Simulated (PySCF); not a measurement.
Gas-phase reaction: 2 CH3SiH2 + 2 SiH4 → 2 Si2H6 + C2H6

Method: PySCF energies plus ideal-gas RRHO corrections (1 bar). † marks an energy on the PBE0/def2-TZVP geometry and frequencies; other levels use their own. MP2 and CCSD(T) freeze the core. 6-31G* has spherical d functions here. Open shells (unrestricted): CH3SiH2 (multiplicity 2); the rest are closed-shell singlets. CH3SiH2: computed as isolated molecules; such fragments, hydroxides, amides, oligomers or adducts are transient or little studied in the gas. MP2 isn't extrapolated to the basis-set limit; its ΔH°(298 K) is -262.5 kJ in def2-SVP and -266.4 kJ in def2-TZVPP. CCSD(T) isn't extrapolated to the basis-set limit; its ΔH°(298 K) is -271.5 kJ in def2-SVP and -275.3 kJ in def2-TZVPP. The harmonic model lacks anharmonicity and excited electronic states, which grow with temperature; levels with a mode under 35 cm⁻¹ are left out. Internal rotation in CH3SiH2, Si2H6, C2H6 is treated as a harmonic vibration of one conformer, which makes the entropy rough.

```tsv
level	ΔE electronic, kJ	ΔH°(298 K), kJ	ΔS°(298 K), J/K	ΔG°(600 K), kJ
CCSD(T)/def2-SVP†	-287	-272	-170	-170
HF/6-31G*	-223	-206	-173	-103
HF/def2-TZVP†	-206	-190	-170	-89
MP2/def2-SVP†	-278	-262	-170	-161
PBE/def2-SVP	-299	-284	-169	-183
PBE/def2-TZVP†	-290	-275	-170	-174
r2SCAN/def2-TZVP†	-275	-259	-170	-158
LDA/def2-TZVP†	-334	-318	-170	-217
```
ΔH° is lowest at LDA/def2-TZVP† and highest at HF/def2-TZVP†. No reference value is set beside these.
